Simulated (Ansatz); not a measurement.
# AsF⁻, doublet: vertical spin and charge gaps

Geometry (PBE0/def2-TZVPD stationary point for this spin):

```
atom   x (Å)   y (Å)   z (Å)
   F  0.0000  0.0000  0.0000
  As  0.0000  0.0000  1.8470
```

Basis aug-cc-pVDZ; Ansatz 0.2.0. Only valence electrons are correlated (noble-gas cores and the filled d shells of p-block atoms frozen). R marks a restricted (for open shells ROHF) determinant, U an unrestricted one. Active spaces: valence = (13e, 8o) chosen from the atoms' valence shells. No spin–orbit coupling is included, and no scalar relativity.

Gaps are energies of the second state less the first, at fixed atoms, for a selection of the levels run; each method lands on the state that its own search finds for that charge and spin.

The highest occupied Kohn–Sham level of the anion is positive, up to +1.71 eV, so in those functionals the extra electron is held by the basis alone, which enters their differences from the reference.

Removing an electron, to the triplet: 0.782 eV at UCCSDT(Q).

| level | gap (eV) | error (meV) |
| --- | --- | --- |
| UHF | 0.154 | -628 |
| UMP2 | 0.697 | -85 |
| UCCSD | 0.755 | -27 |
| UCCSD(T) | 0.778 | -4 |
| BCCD(T) | 0.783 | 1 |
| UCCSDT | 0.781 | -1 |
| CASSCF (valence space) | 0.006 | -776 |
| NEVPT2 (valence space) | 0.455 | -327 |
| MRCISD (valence space) | 0.564 | -218 |
| MRCISD+Q (valence space) | 0.711 | -71 |
| PBE | 1.037 | 255 |
| r2SCAN | 1.012 | 230 |
| PBE0 | 1.035 | 253 |
| B3LYP | 1.178 | 396 |
| BHLYP | 1.035 | 253 |
| wB97M-V | 1.081 | 299 |
| B2PLYP | 0.967 | 185 |
| RPA-PBE | 1.080 | 298 |

In so small a basis the reference is far from its limit while semilocal and hybrid functionals are nearer theirs (RPA and double hybrids share part of the reference's basis error), so the functionals' errors here hold much of the reference's basis and frozen-core error, which can add to them or hide them.

Full CI isn't at hand for all of this; UCCSDT(Q) serves as the reference, and is uncertain by the last step of the cluster series or more. The frozen core follows each run's orbitals, which can shift R against U totals by a few meV for light atoms and by up to 0.1 eV past Ca.
